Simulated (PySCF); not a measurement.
Molecule: `InChI=1S/C2H3N2P/c1-3-4-2-5-1/h1-2H,(H,3,4)`.

Geometry:
| atom | x (Å) | y (Å) | z (Å) |
| --- | --- | --- | --- |
| C1 | 0.949 | 0.164 | -0.974 |
| N2 | 0.758 | 0.945 | 0.069 |
| N3 | -0.248 | 0.457 | 0.780 |
| C4 | -0.847 | -0.666 | 0.343 |
| P5 | -0.127 | -1.237 | -1.123 |
| H6 | 1.751 | 0.432 | -1.666 |
| H7 | -0.509 | 0.962 | 1.620 |
| H8 | -1.675 | -1.077 | 0.921 |

Geometry PBE0-D3(BJ)/def2-SVP throughout; GIAO in PySCF 2.14, gas phase, one conformer, non-relativistic; equivalent atoms averaged; basis pcSseg-2.

For orientation, B3LYP gives these shifts δ (against TMS, NH3, H3PO4 at the same level): C1 176.4, C4 165.8, N2 374.9, N3 243.0, P5 97.5, H7 10.59, H8 8.62, H6 8.88 ppm.

A run gave: C1 170.2, C4 157.8, N2 363.9, N3 241.6, P5 82.6, H7 10.62, H8 8.47, H6 8.81 ppm (shifts δ (against TMS, NH3, H3PO4 at the same level)).

Task: Which functional was used in that run?
A. B97-D
B. PBE
C. mPW1PW91
D. OPBE
E. KT2

Result: B. C1 tells them apart best: PBE gives 170.2, OPBE gives 163.6, B97-D gives 166.9, mPW1PW91 gives 175.7, KT2 gives 160.7 ppm.
